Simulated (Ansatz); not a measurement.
# SiPH4 (SMILES [SiH2]P) at UHF/STO-3G

What is the energy change on altering one bond length of SiPH4 at UHF/STO-3G? 

The calculation is run with Ansatz 0.2.0.

47 further runs of the same task are left out: 47 set aside as unsound or not needed.

### Step 1. The system as given

The species is SiPH4 (6 atoms), meant as a doublet with charge 0. As SMILES, `[SiH2]P`. Geometry: relaxed at GFN2-xTB. This is one conformer, not always the lowest.

Bond lengths: Si1–P2 2.220 Å, Si1–H3 1.467 Å, Si1–H4 1.466 Å, P2–H5 1.384 Å, P2–H6 1.384 Å. Angles: Si1–P2–H5 96.4°, Si1–P2–H6 96.4°, P2–Si1–H3 109.7°, P2–Si1–H4 109.7°, H5–P2–H6 92.6°, H3–Si1–H4 109.1°.

### Step 2. A single-point energy at UHF/STO-3G

Contents of in.yaml:

```yaml
crystal:
  periodic: [false, false, false]
  atoms:
    - {symbol: Si, position_ang: [0.127020, -0.986120, -0.104660]}
    - {symbol: P, position_ang: [-0.338670, 1.170000, 0.142220]}
    - {symbol: H, position_ang: [-0.300620, -1.724700, 1.087920]}
    - {symbol: H, position_ang: [-0.579260, -1.514310, -1.276300]}
    - {symbol: H, position_ang: [0.434680, 1.617150, -0.915300]}
    - {symbol: H, position_ang: [0.656850, 1.437980, 1.066130]}
basis:
  gaussian:
    orbitals: STO-3G
magnetization:
  spin_polarized: true
  initial_magnetization: 1
hamiltonian:
  xc: hf
accuracy: high
```

Started as:

```console
$ ansatz run in.yaml --threads 1 --pin off --max-ram 2610MiB --events-out events.jsonl --progress --plain --runs-dir runs
```

What it wrote:

```text
Warning: RAYON_NUM_THREADS=1 ignored (pool sized by the plan → 1); use --threads N
Functional definition: HF
  name "HF"
  exchange = exact_x
  correlation = 0
391 factors; integrals over basis functions are off by at most 2.7e-9 eV
mean field evaluation 1: about -17000.9159 eV, gradient 5.3e0 eV
mean field evaluation 2: about -17000.9429 eV, gradient 5.3e0 eV
mean field evaluation 4: about -17001.4394 eV, gradient 6.6e-1 eV
mean field evaluation 8: about -17001.4556 eV, gradient 7.0e-3 eV
mean field -17001.45558586 eV, -624.7919687797 hartree, gradient 8.1e-8 eV, S^2 0.752357; 0 other end points of the search recorded, 0 dependent functions left out
reference -17001.45558586 eV, -624.7919687797 hartree; 17, 16 occupied and 5, 6 virtual orbitals, 391 factors
Total energy: -17001.45558586 eV, -624.7919687797 hartree
```

Run time: 0.14 s. Hardware: 1 thread of AMD EPYC 9R14 (Zen 4), shared host.

### Step 3. The distorted shape at the same level

Contents of input.yaml:

```yaml
crystal:
  periodic: [false, false, false]
  atoms:
    - {symbol: Si, position_ang: [0.233923, -0.801488, -0.402784]}
    - {symbol: P, position_ang: [-0.231767, 1.354632, -0.155904]}
    - {symbol: H, position_ang: [-0.300620, -1.724700, 1.087920]}
    - {symbol: H, position_ang: [-0.472357, -1.329678, -1.574424]}
    - {symbol: H, position_ang: [0.541583, 1.801782, -1.213424]}
    - {symbol: H, position_ang: [0.763753, 1.622612, 0.768006]}
basis:
  gaussian:
    orbitals: STO-3G
total_charge: 0
magnetization:
  spin_polarized: true
  initial_magnetization: 1
hamiltonian:
  xc: hf
accuracy: high
```

Started as:

```console
$ ansatz run input.yaml --threads 1 --pin off --max-ram 2610MiB --events-out events.jsonl --progress --plain --runs-dir runs
```

What it wrote:

```text
Warning: RAYON_NUM_THREADS=1 ignored (pool sized by the plan → 1); use --threads N
Functional definition: HF
  name "HF"
  exchange = exact_x
  correlation = 0
390 factors; integrals over basis functions are off by at most 4.1e-9 eV
mean field evaluation 1: about -16999.1126 eV, gradient 6.9e0 eV
mean field evaluation 2: about -16999.1400 eV, gradient 6.8e0 eV
mean field evaluation 4: about -16999.9418 eV, gradient 9.8e-1 eV
mean field evaluation 8: about -16999.9766 eV, gradient 4.6e-3 eV
mean field -16999.97533902 eV, -624.7375707120 hartree, gradient 2.1e-8 eV, S^2 0.751939; 0 other end points of the search recorded, 0 dependent functions left out
reference -16999.97533902 eV, -624.7375707120 hartree; 17, 16 occupied and 5, 6 virtual orbitals, 390 factors
Total energy: -16999.97533902 eV, -624.7375707120 hartree
```

It took 0.16 s on 1 thread of AMD EPYC 9R14 (Zen 4), shared host.

### Step 4. Summary of results

Level: UHF/STO-3G.

| quantity | value |
| --- | --- |
| first shape: total energy | -624.79197 Eh |
| first shape: ⟨S²⟩ | 0.752 |
| distorted shape: total energy | -624.73757 Eh |
| distorted shape: ⟨S²⟩ | 0.752 |
| energy change with the Si1–H3 bond stretched from 1.467 to 1.833 Å | 1.480 eV |

With the Si1–H3 bond stretched from 1.467 to 1.833 Å the energy rises by 1.48 eV (34 kcal/mol). The first shape isn't relaxed at this level, so the change isn't measured from a minimum. The minimal basis adds a large error of its own.
